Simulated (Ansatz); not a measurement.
**SiNH (triplet): the correlation ladder at distance Si1–N2 = 1.882 Å, 6-31G**

How much of the correlation energy of SiNH (triplet) does each wave-function method recover here?

Computed with Ansatz 0.2.0, Gaussian basis. Level: 6-31G, core rule «outside noble gas», up to 6 orbitals frozen.

To be run: UHF; CCSD(T) on ROHF; CCSD(T) on UHF; BCCD(T) on ROHF; CISD as a restricted active space (open shells left free, so some higher excitations enter); CCSDT(Q) on ROHF; CCSDT(Q) on UHF; CCSDTQ on ROHF; CCSDTQ on UHF; CASSCF and MRCISD+Q, 4 electrons in 4 orbitals; CASSCF and NEVPT2, 4 electrons in 4 orbitals; CASSCF and MRCISD+Q, 10 electrons in 9 orbitals; CASSCF and NEVPT2, 10 electrons in 9 orbitals; Full CI.

7 further runs of the same task are left out: 2 for a known fault of the program, 5 that didn't finish. Runs told in other sessions of the task aren't counted.

## (1) The system

The geometry derives from a PBE0/def2-TZVP stationary point (not a proven minimum). One bond is set to the value named and the two fragments are kept rigid.

3 atoms, charge 0, spin multiplicity 3.

Atoms are counted from 1 here; the program's logs count them from 0.

Bond lengths: Si1–N2 1.882 Å, N2–H3 1.020 Å. Angles: Si1–N2–H3 125.4°.

## (2) UHF

in.yaml

```yaml
crystal:
  periodic: [false, false, false]
  atoms:
    - {symbol: Si, position_ang: [0.000000, 0.038385, 0.668631]}
    - {symbol: N, position_ang: [0.000000, -0.123953, -1.206354]}
    - {symbol: H, position_ang: [0.000000, 0.652923, -1.866984]}
basis:
  gaussian: {orbitals: 6-31G}
magnetization: {spin_polarized: true, initial_magnetization: 2}
hamiltonian: {xc: hf}
output: {orbitals: {seedname: orbitals}}
```

The run is started by

```
$ ansatz run in.yaml --threads 1 --pin off --events-out ev --progress --plain --max-ram 4096MiB --backend cpu
```

Further steps of the session: CCSD(T) on ROHF; CCSD(T) on UHF; BCCD(T) on ROHF; CISD as a restricted active space (open shells left free, so some higher excitations enter); CCSDT(Q) on ROHF; CCSDT(Q) on UHF; CCSDTQ on ROHF; CCSDTQ on UHF; CASSCF and MRCISD+Q, 4 electrons in 4 orbitals; CASSCF and NEVPT2, 4 electrons in 4 orbitals; CASSCF and MRCISD+Q, 10 electrons in 9 orbitals; CASSCF and NEVPT2, 10 electrons in 9 orbitals; Full CI.

Q: Predict the results of all the runs planned. Wanted: FCI from the RHF energy; RMP2 from FCI; UMP2 from FCI; RCCSD from FCI; RCCSD(T) from FCI; UCCSD(T) from FCI; RCCSDT(Q) from FCI; UCCSDT(Q) from FCI; MRCISD+Q pair from FCI.

As calculated:

| quantity | value |
| --- | --- |
| FCI from the ROHF energy | -4.1196 eV |
| RMP2 from FCI | +973.5 meV |
| UMP2 from FCI | +969.2 meV |
| RCCSD from FCI | +315.9 meV |
| RCCSD(T) from FCI | +155.5 meV |
| UCCSD(T) from FCI | +158.4 meV |
| RCCSDT(Q) from FCI | -2.5 meV |
| UCCSDT(Q) from FCI | -7.4 meV |
| MRCISD+Q pair from FCI | +269.9 meV |
| levels within 1 kcal/mol (43 meV) | RCCSDT, UCCSDT, RCCSDT(Q), UCCSDT(Q), RCCSDTQ, UCCSDTQ |
| T1 diagnostic | 0.051 |
| effectively unpaired electrons | 2.45 |

In words: RCCSD(T) lands +155.5 meV from the yardstick (3.8 % of the correlation energy). RCCSDT(Q), UCCSDT(Q) fall below full CI: unrestricted runs freeze a spin-polarised core, another one than full CI's, and coupled cluster isn't variational. The occupations show static correlation (2.45 effectively unpaired electrons where one determinant has 2). Coupled cluster took another determinant than the lowest Hartree-Fock one. These misses are within one basis, not against nature; the frozen cores of restricted and unrestricted runs differ, which can shift their rows.

Levels on UHF freeze UHF's core orbitals, full CI those of ROHF, so the U rows can settle a little off it for that reason alone.

With open shells the CI space here admits some higher excitations, so it is larger than plain CISD.
